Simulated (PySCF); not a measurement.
**Magnetisability: SMILES C=C=O, C2H2O**

Molfile (atoms numbered from 1):
```
C2H2O
     RDKit          3D

  5  4  0  0  0  0  0  0  0  0999 V2000
   -0.5238   -0.0420    0.2152 C   0  0  0  0  0  0  0  0  0  0  0  0
    0.7307   -0.0730   -0.1767 C   0  0  0  0  0  0  0  0  0  0  0  0
    1.8379   -0.0992   -0.5239 O   0  0  0  0  0  0  0  0  0  0  0  0
   -1.1167   -0.9564    0.1912 H   0  0  0  0  0  0  0  0  0  0  0  0
   -0.9558    0.8977    0.5597 H   0  0  0  0  0  0  0  0  0  0  0  0
  1  2  2  0
  2  3  2  0
  1  4  1  0
  1  5  1  0
M  END
```

The calculation used PySCF, GIAO B3LYP/aug-pcSseg-1 magnetisability, rotational g tensor and spin-rotation constants, non-relativistic, gas phase. Geometry: PBE0-D3(BJ)/def2-SVP.

(1) What are the magnetisability and the molar susceptibility?

(2) Split it along the inertial axes a, b, c into diamagnetic and paramagnetic parts about the centre of mass, with the quadrupole moment.

(3) And the rotational g tensor?

Answers

(1) Isotropic -426 × 10⁻³⁰ J/T², or -25.7 × 10⁻⁶ cm³/mol; principal values -457, -423, -398 × 10⁻³⁰ J/T², anisotropy 52 × 10⁻³⁰ J/T² (root of half the summed squared differences of the principal values). The susceptibility is in cgs units.

(2) 
| axis | χ (10⁻⁶ cm³/mol) | diamagnetic (10⁻⁶ cm³/mol) | paramagnetic (10⁻⁶ cm³/mol) | summed x² of all electrons (Å²) | quadrupole Θ (D Å) |
| --- | --- | --- | --- | --- | --- |
| a | -27.6 | -38.4 | 10.9 | 31.7 | -0.63 |
| b | -25.5 | -151.5 | 126.0 | 5.0 | +3.23 |
| c | -24.0 | -155.7 | 131.7 | 4.0 | -2.60 |

Anisotropies 2χaa − χbb − χcc = -5.7 and 2χbb − χaa − χcc = +0.6 × 10⁻⁶ cm³/mol. Θ is traceless in Buckingham's convention.

(3) 
| axis | rotational constant (GHz) | g | nuclear part | electronic part |
| --- | --- | --- | --- | --- |
| a | 278.6333 | -0.4241 | 0.9994 | -1.4235 |
| b | 10.2765 | -0.0366 | 0.5717 | -0.6083 |
| c | 9.9110 | -0.0264 | 0.5869 | -0.6133 |

Asymmetric top; isotopes 12C, 1H, 16O; no vibrational averaging.
